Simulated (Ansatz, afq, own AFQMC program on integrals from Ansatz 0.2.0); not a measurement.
Where AFQMC and coupled cluster stand for Fe, quintet

A free Fe atom.

Basis def2-SVP. Noble-gas cores (and the filled d shells of Ga–Kr and In–Xe) are frozen. Ansatz 0.2.0 and our own AFQMC program on the same integrals; the CISD trial comes from CCSD amplitudes, and released means the phaseless constraint is let go. Free AFQMC starts from the CCSD state and is never constrained. Its projection time is finite, and what remains of the start isn't in its error. Uncertainties: one standard error, sampling alone. The metal's outer-core s and p shells are frozen, which shifts wave-function levels against functionals.

Determinant: UHF, the one that the program's search chose, which needn't be the lowest solution.

Full CI on the same integrals is exact in this basis and with this determinant's frozen core.

Cautions: no relativity below Rb; outer-core shells of the metal frozen.

* T1 diagnostic: 0.0160
* weight of the determinant in the CISD state: 0.923
* ⟨S²⟩ of the determinant: 6.015
* size of the correlated space: 8 electrons in 22 orbitals

```tsv
level	correlation energy (eV)
MP2	-2.8595
CCSD	-3.2753
CCSD(T)	-3.3499
```

Q: Estimate where AFQMC with the constraint released lies against CCSD(T) on the same integrals.

A: 0.08 ± 0.03 kcal/mol below CCSD(T).

Reference: full CI, correlation energy -3.357 eV. The released energy is read at 1.50 1/Eh (meV from the phaseless value at times in 1/Eh: -3.0 ± 1.8 at 0.24, -5.9 ± 1.4 at 0.50, -7.2 ± 1.2 at 1.00, -6.8 ± 1.2 at 1.50).

```csv
level,E − E(reference) (kcal/mol),share of correlation (%)
CCSD(T),0.16,99.79
CCSDT,-0.07,100.09
CCSDT(Q),-0.01,100.01
CCSDTQ,-0.01,100.01
ph-AFQMC/HF,2.21 ± 0.30,97.15
ph-AFQMC/CISD,0.24 ± 0.03,99.69
released AFQMC,0.09 ± 0.03,99.89
free AFQMC,0.02 ± 0.03,99.97
```

CCSDT and higher add their correlation energy to the determinant of the CCSD(T) run, since their own runs factorise the integrals more tightly (a shift of under 2 meV). Free projections are given only where their last times agree within the noise and don't stop above the reference; a slow remainder of the start can still hide under it. A walk keeps the symmetry of its determinant, which the program's search chose and which needn't be the lowest solution, so a lower state of the same spin and another symmetry isn't excluded. Released energies are given only where the last usable release times agree within the noise; a slower fall can still hide under it.
